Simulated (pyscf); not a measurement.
Optimised with ωB97X-D3(BJ)/def2-SVP in PySCF.

Q: Estimate the classical barrier height and the reaction energy of `[F][Si]([F])([O][SiH3])[O][SiH3]` + `[OH][SiH3]` → `[F][Si]([O][SiH3])([O][SiH3])[O][SiH3]` + `[FH]` at B3LYP-D3(BJ)/def2-TZVP. The step runs on the singlet surface, breaks F–Si, H–O and forms O–Si, F–H; take the separated reactants as zero.

A: ΔE‡ = 23.1 kcal/mol, ΔE = +4.8 kcal/mol. ωB97M-D3(BJ)/def2-TZVP gives 22.6 kcal/mol and +5.3 kcal/mol. Zero-point energy shifts the barrier by +0.1 kcal/mol. It is a four-centre exchange, with an imaginary mode of 761i cm⁻¹. On the reactant side the descent ends in an adduct with a O–Si contact (not fully relaxed), 0.4 kcal/mol over the separated species and 20.0 kcal/mol under the saddle at ωB97X-D3(BJ)/def2-TZVP. On the product side the descent ends in a complex, 6.8 kcal/mol under the separated species and 24.3 kcal/mol under the saddle at ωB97X-D3(BJ)/def2-TZVP. What is counted as formed (O–Si) is already present as a longer contact in the reactant adduct; forming that adduct is a step of its own. At ωB97X-D3(BJ) the barrier from the zero used here is 20.4 kcal/mol. One saddle was located; it need not be the lowest between these sides.
